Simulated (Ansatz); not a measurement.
Cost and result for the atomization energy of `CC(F)=C(F)F` (9 atoms, 8 bonds).

Z-matrix (Å, degrees):
```
C
C 1 1.476
H 1 1.093 2 110.4
H 1 1.089 2 110.6 3 -120.4
H 1 1.093 2 110.4 3 119.2
F 2 1.343 1 115.6 3 -59.6
C 2 1.323 1 126.9 3 120.4
F 7 1.311 2 124.8 1 -180.0
F 7 1.317 2 123.6 1 0.0
```

Total charge 0; spin multiplicity 1. The structure was optimised at the PBE0-D4/def2-TZVP level. Program: Ansatz. All runs use 4 threads of an Arm Neoverse V1 on a shared host. Times are those of one run each, without the atoms' runs, and a repeat can differ threefold. Electronic energies, without spin–orbit coupling; frozen cores. CCSD(T)/CBS adds CCSD(T) − MP2 in def2-TZVPP to the MP2 limit, and its time is that of the two runs behind it. T1 = 0.012. B3LYP takes the VWN-RPA correlation (the form of Gaussian; ORCA's B3LYP/G). HSE06 is the plane-wave form, built on full-range PBE exchange.

CCSD(T)/CBS is a level of theory with its own doubt, some kJ/mol a heavy atom from the limit and from the frozen cores, so smaller differences don't rank the functionals.

```tsv
level	functions	wall time	atomization (kJ/mol)	difference from CCSD(T)/CBS	per bond
BLYP-D4/def2-TZVPP	228	1.7 s	3732.5	38.4	4.8
HSE06-D4/def2-TZVPP	228	2.5 s	3749.4	55.3	6.9
BHLYP-D4/def2-TZVPP	228	2.5 s	3522.9	-171.2	-21.4
CAM-B3LYP-D4/def2-TZVPP	228	2.7 s	3731.9	37.8	4.7
B3LYP-D4/def2-TZVPP (with forces)	228	3.5 s	3698.0	3.9	0.5
r2SCANh-D4/def2-TZVPP	228	4.1 s	3692.4	-1.7	-0.2
r2SCAN-D4/def2-TZVPP (with forces)	228	4.2 s	3734.0	39.9	5.0
PBE-QIDH/def2-TZVPP	228	4.8 s	3689.4	-4.7	-0.6
CCSD(T)/def2-SVP	99	6.5 s	3533.3	-160.8	-20.1
ωB97M-V/def2-TZVPP (with forces)	228	9 s	3718.8	24.7	3.1
MP2/def2-QZVPP	432	21 s	3781.0	86.9	10.9
CCSD(T)/def2-TZVPP	228	3.1 min	3596.5	-97.6	-12.2
CCSD(T)/CBS(def2)	–	3.4 min	3694.1	0.0	0.0
```

From r2SCAN to r2SCAN0 (25 % exact exchange), in def2-TZVPP and without D4, the atomization energy moves by −101.6 kJ/mol: exact exchange takes away binding that semilocal exchange gives to molecules. Leaving LDA and LC-ωPBE aside and taking each functional with its dispersion term where it has one, the values, not all of them listed here, spread over 351.1 kJ/mol, from BHLYP-D4 to PBE-D4. LDA lies +572.7 kJ/mol from PBE without D4, its usual overbinding. At CCSD(T), def2-SVP lies −160.8 kJ/mol from the extrapolated value and def2-TZVPP −97.6 kJ/mol: correlation converges slowly with the basis, and small sets miss more of it in the bonded molecule than in its fragments.
